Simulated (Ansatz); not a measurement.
# Nickel, fcc under PBE: how the Gaussian smearing moves the result

How small must the Gaussian smearing width be for energy and pressure and moments to settle? The geometry was relaxed under PBE beforehand and stays fixed; 7 values are run, from 0.01 to 1.0 eV. Wanted are the values from which on the energy stays within 10 and 1 meV/atom, and the pressure within 0.5 GPa, of the narrowest run. Within the series other settings stay, but some runs also write fields, which adds to their time. The moments start as that relaxation left them.

Program: Ansatz 0.2.0. Level of theory: DFT PBE, plane waves with PAW, scalar-relativistic. These are calculated values, not measurements.

## (1) The structure to begin with

Symmetry: Fm-3m, No. 225, cubic system. Conventional cell: a = 3.519 Å, b = 3.519 Å, c = 3.519 Å, α = 90.00°, β = 90.00°, γ = 90.00°. Ni (site symmetry m-3m) is surrounded by 12 Ni at 2.49 Å.

As a file:

```
Ni
1.0
     0.00000    1.75969    1.75969
     1.75969    0.00000    1.75969
     1.75969    1.75969    0.00000
Ni
1
Direct
  0.00000 0.00000 0.00000
```

Starting moments (μB): +0.67.

## (2) Run at 0.01 eV

The run at 0.01 eV.

Contents of input.yaml:

```yaml
crystal:
  lattice:
    - [0.0, 1.7596893266, 1.7596893266]
    - [1.7596893266, 0.0, 1.7596893266]
    - [1.7596893266, 1.7596893266, 0.0]
  atoms:
    - { symbol: Ni, position: [0.0, 0.0, 0.0], spin: 0.672 }
hamiltonian:
  xc: pbe
  pseudopotentials:
    kind: paw
    azcp:
      Ni: "pseudopotentials/Ni.paw.azcp"
basis:
  ecutwfc: 420
  fft_grid_basis: typed
kpoints:
  mp_grid: { grid: [15, 15, 15], shift: [0, 0, 0] }
magnetization:
  spin_polarized: true
scf:
  occupations: { method: gaussian, width: 0.01 }
  lower_state_search: "off"
output:
  stress: true
```

The run is started by

```bash
> ansatz run input.yaml --threads 1 --pin off --max-ram 3584MiB --backend cpu --events-out ev --progress --plain --runs-dir out
```

## (3) Run at 0.03 eV

The run at 0.03 eV.

Edit input.yaml of step 2 so:

```diff
@@ -21,3 +21,3 @@
 scf:
-  occupations: { method: gaussian, width: 0.01 }
+  occupations: { method: gaussian, width: 0.03 }
   lower_state_search: "off"
@@ -25 +25,5 @@
   stress: true
+  write_density: true
+  write_potential: true
+  elf: true
+  volumetric_format: npy
```

## (4) Run at 0.1 eV

The run at 0.1 eV.

Edit input.yaml of step 3 so:

```diff
@@ -21,3 +21,3 @@
 scf:
-  occupations: { method: gaussian, width: 0.03 }
+  occupations: { method: gaussian, width: 0.1 }
   lower_state_search: "off"
@@ -25,5 +25 @@
   stress: true
-  write_density: true
-  write_potential: true
-  elf: true
-  volumetric_format: npy
```

## (5) Run at 0.2 eV

The run at 0.2 eV.

Edit input.yaml of step 4 so:

```diff
@@ -21,3 +21,3 @@
 scf:
-  occupations: { method: gaussian, width: 0.1 }
+  occupations: { method: gaussian, width: 0.2 }
   lower_state_search: "off"
```

## (6) Run at 0.3 eV

The run at 0.3 eV.

Edit input.yaml of step 5 so:

```diff
@@ -21,3 +21,3 @@
 scf:
-  occupations: { method: gaussian, width: 0.2 }
+  occupations: { method: gaussian, width: 0.3 }
   lower_state_search: "off"
@@ -25 +25,5 @@
   stress: true
+  write_density: true
+  write_potential: true
+  elf: true
+  volumetric_format: npy
```

## (7) Run at 0.6 eV

The run at 0.6 eV.

Edit input.yaml of step 6 so:

```diff
@@ -21,3 +21,3 @@
 scf:
-  occupations: { method: gaussian, width: 0.3 }
+  occupations: { method: gaussian, width: 0.6 }
   lower_state_search: "off"
@@ -25,5 +25 @@
   stress: true
-  write_density: true
-  write_potential: true
-  elf: true
-  volumetric_format: npy
```

## (8) Run at 1.0 eV

The run at 1.0 eV.

Edit input.yaml of step 7 so:

```diff
@@ -21,3 +21,3 @@
 scf:
-  occupations: { method: gaussian, width: 0.6 }
+  occupations: { method: gaussian, width: 1.0 }
   lower_state_search: "off"
```

(Steps that only read results are left out.)

Q: Predict the outcome of this session.

**Answer**, as computed:

| quantity | value |
| --- | --- |
| E(σ → 0) stays within 10 meV/atom of 0.01 eV | up to 0.6 eV |
| E(σ → 0) stays within 1 meV/atom | up to 0.3 eV |
| pressure stays within 0.5 GPa | up to 0.3 eV |
| pressure at 0.01 eV | -0.04 GPa |
| energy of a separate run on a finer mesh (25×25×25) | +1.5 meV/atom from 0.01 eV |

The far end, 1.0 eV, lies -41.5 meV/atom and +3.5 GPa from the yardstick. Over the range F shifts by -395.8 meV/atom, while E(σ → 0) shifts by -41.5. With this scheme F falls about as the square of the width. The mesh (15×15×15) is fixed, so the narrowest widths carry a k-point error of their own. The largest moment goes from 0.71 μB at 0.01 eV to 0.00 μB at 1.0 eV. The yardstick itself is unsettled by 1.5 meV/atom against the finer mesh, so the thresholds above hold only within this series, and wider smearing, which averages over more states, can land nearer the fine-mesh value than the narrowest does.
